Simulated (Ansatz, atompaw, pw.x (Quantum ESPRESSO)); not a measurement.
**tungsten (W): one change to the PAW (atompaw) potential, in the atom and in the bcc crystal**

```
Element                 : tungsten
Generator               : atompaw 4.2.0.5
Type                    : PAW
Functional              : PBEsol
Relativity              : scalar-relativistic
Frozen core             : [Xe] 4f14
Valence charge          : 6
Reference configuration : 5d4.5 6s1.5 6p0
Partial waves           : 6s (bound): rc 2.45 bohr; 6s channel at 2.7 Ry: rc 3.00 bohr; 6p (bound, empty): rc 3.00 bohr; 6p channel at 0.45 Ry: rc 3.00 bohr; 5d (bound): rc 3.00 bohr; 5d channel at 0.35 Ry: rc 3.00 bohr
Local potential         : troulliermartins scheme with l = 3 at 1 Ry, radius 2.70 bohr
Core correction         : smooth core density matched at 2.05 bohr
Augmentation charge     : sinc compensation charge, radius 2.45 bohr; PAW radius 3.00 bohr; waves and projectors: custom rrkj gramschmidtortho
```

Change: local potential troulliermartins scheme with l = 3 at 1 Ry, radius 2.80 bohr.

Cutoffs, loose and tight: the cutoffs (Ry, on a coarse ladder) from which the occupation-weighted sum of valence levels, in a spherical-Bessel basis at the reference potential, stays within 10 and 1 mRy of its value at 400 Ry. They see the waves and projectors alone, not the compensation charge or the core.

Crystal test: bcc W in pw.x 7.5, no spin, 15³ k-points, Fermi–Dirac smearing 0.01 Ry, cutoffs set for each file from its atomic test. The reference is all-electron LAPW (Ansatz 0.2.0) with the same functional, mesh and smearing; V0 and B0 come from Birch–Murnaghan fits to the pressures at five volumes. Errors are pseudo minus all-electron; Δ is the rms difference of the E(V) curves that follow from these fits, minima aligned, over ±6 % about the mean V0. Mesh and smearing are coarse, so the numbers serve the comparison and aren't converged zero-temperature values; the lattice is a test structure that the element need not adopt.

All-electron: a0 = 3.155 Å (V0 = 15.70 Å³/atom), B0 = 321.1 GPa.

Task: Does the change bring the crystal closer to the all-electron result?

Result: The mean pressure error goes from -5.24 to -2.85 GPa, so the change moves the solid closer to the all-electron pressures.

```csv
quantity,base,changed
outcome (atom),generated,generated
"cutoff, loose (atom)",10 Ry,10 Ry
"cutoff, tight (atom)",15 Ry,15 Ry
bound ghosts (atom),none,none
cutoffs in pw.x (Ry),40/400,40/400
a0 (Å),3.138,3.145
a0 error (%),-0.53,-0.29
B0 error (%),+7.2,+6.2
Δ (meV/atom),17.8,9.7
mean pressure error (GPa),-5.24,-2.85
```

Base: The largest radius (3.00 bohr) exceeds half the bond length (2.58 bohr), so the spheres overlap, which is one possible source of error among others. This is a poor potential for the solid. Changed file: The largest radius (3.00 bohr) exceeds half the bond length (2.58 bohr), so the spheres overlap, which is one possible source of error among others. The atomic cutoffs weigh occupied waves only.
